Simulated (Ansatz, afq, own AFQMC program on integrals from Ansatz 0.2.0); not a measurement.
# SiH4O, singlet in cc-pVTZ, levels against CCSDT(Q)

```xyz
6

O    -1.7649    0.0172    0.0000
H    -2.0142    0.9438    0.0000
H    -0.5569    0.0172    0.0000
Si    0.9831    0.0172    0.0000
H     1.5953   -0.8571    1.0900
H     1.5953   -0.8571   -1.0900
```

Connectivity, by distances: OH ··· SiH2, 1 bridging H.

Basis cc-pVTZ. Noble-gas cores (and the filled d shells of Ga–Kr and In–Xe) are frozen. Ansatz 0.2.0 and our own AFQMC program on the same integrals; the CISD trial comes from CCSD amplitudes, and released means the phaseless constraint is let go. ± is one standard error of the sampling.

Determinant: RHF, the one that the program's search chose, which needn't be the lowest solution. The geometry is a point of a scan.

No full CI on the walks' own integrals is used here; CCSDT(Q) serves as the reference and is uncertain by about the last step of the cluster series.

Cautions: higher spins were not checked; restricted determinant unstable towards unrestricted (UHF 677 meV lower, ⟨S²⟩ 0.81).

* T1 diagnostic: 0.0190
* weight of the determinant in the CISD state: 0.833
* size of the correlated space: 14 electrons in 114 orbitals

Reference: CCSDT(Q), correlation energy -12.267 eV. The released energy is read at 1.62 1/Eh, later times being too noisy (meV from the phaseless value at times in 1/Eh: -9 ± 5 at 0.24, -17 ± 5 at 0.51, -13 ± 6 at 0.99, -13 ± 9 at 1.62, -28 ± 11 at 2.40).

```
         level  E − E(reference) (kcal/mol)  share of correlation (%)
            HF                       282.88                      0.00
           MP2                        29.29                     89.65
          CCSD                        13.30                     95.30
       CCSD(T)                         1.80                     99.36
         CCSDT                         0.99                     99.65
   ph-AFQMC/HF                 -0.05 ± 0.68                    100.02
 ph-AFQMC/CISD                  0.75 ± 0.12                     99.74
released AFQMC                  0.46 ± 0.20                     99.84
```

A walk keeps the symmetry of its determinant, which the program's search chose and which needn't be the lowest solution, so a lower state of the same spin and another symmetry isn't excluded. Released energies are given only where the last usable release times agree within the noise; a slower fall can still hide under it.
